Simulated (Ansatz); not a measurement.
MgW: computed properties

Level of theory: DFT PBEsol, scalar-relativistic, plane waves, PAW (Ansatz).

Settings: cutoff 420 eV, Γ-centred mesh 10×14×10 on the computed 4-atom cell, Gaussian smearing of 0.10 eV; no spin polarisation.

The structure is relaxed at this level of theory with its symmetry kept. Whether it is the stable form of this composition wasn't checked.

The structure is orthorhombic, space group Cmmm (No. 65). Conventional cell: a = 3.335 Å, b = 4.241 Å, c = 4.703 Å, α = 90.00°, β = 90.00°, γ = 90.00°. Mg (site symmetry mmm) is surrounded by 4 Mg at 2.70 Å and 4 W at 2.88 Å. Around W (site symmetry mmm) lie 4 W at 2.70 Å and 4 Mg at 2.88 Å.

| Item | Value |
| --- | --- |
| Volume per atom | 16.63 Å³ |
| Formation energy from the elements' standard states (uncorrected) | +0.489 eV/atom |
| Kohn–Sham band gap | none (metal) |
| Density of states at the Fermi level | 2.19 states/eV per cell |
| Löwdin character within 0.5 eV of the Fermi level | W 5d 78 %, unprojected 12 % |
| Bulk modulus | 148 GPa |
| Its pressure derivative | 4.0 |
| Bader charges (e) | Mg (2 in the cell) 1.44, W (2 in the cell) -1.44 |

Spin-orbit coupling is left out, which matters for the bands of heavy elements.